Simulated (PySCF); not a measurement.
**AlH: the SCF solver's settings**

Aim: find out which solver settings change the answer for AlH.

Method: each script names its method and basis; program: PySCF 2.14.0.

2 further runs of the same task are left out: 2 that didn't finish.

## (1) Where the work starts

AlH: 2 atoms, charge 0, spin multiplicity 1.

Bond lengths: Al1–H2 1.742 Å.

## (2) The base run

The input, input.py:

```python
from pyscf import gto, scf, cc

mol = gto.M(
    atom='Al 0 0 0; H 0 0 1.742',
    basis='pcseg-2',
    charge=0,
    spin=0,
    verbose=4,
)
mf = scf.RHF(mol)
mf.kernel()
mycc = cc.CCSD(mf, frozen=5)
mycc.kernel()
mf.dip_moment()
print('orbital energies (hartree):', mf.mo_energy[..., max(0, mol.nelec[1]-3):mol.nelec[0]+3].round(4))
```

On the command line:

```console
OMP_NUM_THREADS=1 python input.py
```

Its log is not repeated here.

It gives: E(SCF) = -242.452125 Eh, 8 cycles, E(CCSD) − E(SCF) = -0.07737 Eh, μ = 0.36 D (of the SCF density).

The bond length is a typed value, not an optimised one.

## (3) Damping 0.95

Run 1 changes damping: none → 0.95.

The input, input.py:

```python
from pyscf import gto, scf, cc

mol = gto.M(
    atom='Al 0 0 0; H 0 0 1.742',
    basis='pcseg-2',
    charge=0,
    spin=0,
    verbose=4,
)
mf = scf.RHF(mol)
mf.damp = 0.95
mf.diis_start_cycle = 8
mf.kernel()
mycc = cc.CCSD(mf, frozen=5)
mycc.kernel()
mf.dip_moment()
print('orbital energies (hartree):', mf.mo_energy[..., max(0, mol.nelec[1]-3):mol.nelec[0]+3].round(4))
```

On the command line:

```console
OMP_NUM_THREADS=1 python input.py
```

## (4) Convergence threshold 1e-05 hartree

Run 2 changes convergence threshold: default → 1e-05 hartree.

input.py, as its differences from that of step 2:

```diff
@@ -10,2 +10,3 @@
 mf = scf.RHF(mol)
+mf.conv_tol = 1e-05
 mf.kernel()
```

## (5) Point-group symmetry on

Run 3 changes point-group symmetry: off → on.

input.py, as its differences from that of step 2:

```diff
@@ -7,2 +7,3 @@
     spin=0,
+    symmetry=True,
     verbose=4,
```

## (6) DIIS space 2

Run 4 changes DIIS space: default → 2.

input.py, as its differences from that of step 2:

```diff
@@ -10,2 +10,3 @@
 mf = scf.RHF(mol)
+mf.diis_space = 2
 mf.kernel()
```

## (7) Smearing width 0.05 hartree

Run 5 changes smearing width: none → 0.05 hartree; step after the SCF: ccsd → none.

input.py, as its differences from that of step 2:

```diff
@@ -1,2 +1,2 @@
-from pyscf import gto, scf, cc
+from pyscf import gto, scf
 
@@ -10,5 +10,4 @@
 mf = scf.RHF(mol)
+mf = scf.addons.smearing_(mf, sigma=0.05, method='fermi')
 mf.kernel()
-mycc = cc.CCSD(mf, frozen=5)
-mycc.kernel()
 mf.dip_moment()
```

What does the calculation give? Wanted: for each run, E(SCF); from base; gap; SCF dipole; after the SCF.

As calculated:

```csv
run,E(SCF) (hartree),from base (eV),cycles,gap (eV),SCF dipole (D),after the SCF
base,-242.452125,0,8,8.51,0.36,"CCSD correlation -2.105 eV, core frozen"
damping 0.95,-242.452125,0.0000,14,8.51,0.36,"CCSD correlation -2.105 eV, core frozen"
convergence threshold 1e-05 hartree,-242.452125,0.0000,5,8.51,0.36,"CCSD correlation -2.105 eV, core frozen"
point-group symmetry on,-242.452125,0.0000,8,8.51,0.36,"CCSD correlation -2.105 eV, core frozen"
DIIS space 2,-242.452125,0.0000,8,8.51,0.36,"CCSD correlation -2.105 eV, core frozen"
smearing width 0.05 hartree,-242.403676,+1.3184,11,n/a,0.33,n/a
```

Distance from each run's final energy (log10 hartree) by cycle:

```csv
run,cycle 1,cycle 2,cycle 3,cycle 5,cycle 8,cycle 12
base,-1.9,-3.1,-4.1,-7.0,< -11,done
damping 0.95,-1.9,-2.0,-2.0,-2.1,-3.3,-8.8
convergence threshold 1e-05 hartree,-1.9,-3.1,-4.1,-7.1,done,done
point-group symmetry on,-1.9,-3.1,-4.1,-7.0,< -11,done
DIIS space 2,-1.9,-3.1,-4.1,-6.8,-10.8,done
smearing width 0.05 hartree,-1.1,-1.7,-2.4,-4.4,-6.6,done
```

No change of the SCF energy comes from damping 0.95 or convergence threshold 1e-05 hartree or point-group symmetry on or DIIS space 2. The base needs 8 cycles and the run with damping 0.95 needs 14.
